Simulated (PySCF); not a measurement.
Method: PBE-D3(BJ)/def2-TZVP // PBE0-D3(BJ)/def2-TZVP (PySCF 2.14.0). Gas-phase values, no solvent. 

Reference species (SMILES): `C` (neutral, multiplicity 1).

| Item | Result |
|---|---|
| HOMO | -9.44 eV |
| HOMO–LUMO gap | 10.36 eV |

Changed species: `[SiH4]`.

Q: What does the change do to the HOMO and HOMO–LUMO gap?

A: the HOMO goes up by 0.93 eV, to -8.51 eV; the HOMO–LUMO gap falls by 1.62 eV, to 8.74 eV.
